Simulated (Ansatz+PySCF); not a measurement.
Results of a calculation; reference values are marked as such.
# Several solutions for doublet C6H5

| atom | x (Å) | y (Å) | z (Å) |
| --- | --- | --- | --- |
| C | 1.5087 | 0.0000 | 0.0000 |
| C | 0.8325 | 1.3240 | 0.0000 |
| C | -0.6815 | 1.3100 | 0.0000 |
| C | -1.4280 | 0.0000 | 0.0000 |
| C | -0.6815 | -1.3100 | 0.0000 |
| C | 0.8325 | -1.3240 | 0.0000 |
| H | 1.4323 | 2.3413 | 0.0000 |
| H | -1.2762 | 2.3306 | 0.0000 |
| H | -2.6080 | 0.0000 | 0.0000 |
| H | -1.2762 | -2.3306 | 0.0000 |
| H | 1.4323 | -2.3413 | 0.0000 |

Basis set: def2-SVP (spherical functions). Charge 0, multiplicity 2.

UHF was run from several starts with Ansatz (development build ahead of 0.2.0) and PySCF 2.14.0.

| run | program | start | converged | energy (hartree) | <S²> |
| --- | --- | --- | --- | --- | --- |
| A | PySCF | guess 1e, instabilities followed | yes | -229.81993 | 2.01 |
| B | Ansatz | search for the lowest state | yes | -229.81992 | 2.01 |
| C | PySCF | guess atom, instabilities followed | yes | -229.81993 | 2.01 |
| D | Ansatz | stability test followed | yes | -229.81992 | 2.01 |
| E | PySCF | guess huckel, instabilities followed | yes | -229.81993 | 2.01 |
| F | PySCF | guess minao, instabilities followed | yes | -229.81993 | 2.01 |
| G | PySCF | program defaults | yes | -229.78355 | 0.79 |
| H | Ansatz | atomic start, no search | yes | -229.81992 | 2.01 |

Q: Which runs reached the lowest solution of this kind, and what is wrong with the others?

A: A, B, C, D, E, F, H reached the lowest solution found. Converged but too high: G by 0.99 eV. Convergence only shows a stationary point, and even a stable one can lie too high; stability tests and further starts are what find lower ones. Caution: the unrestricted determinant is a mixture of spin states.
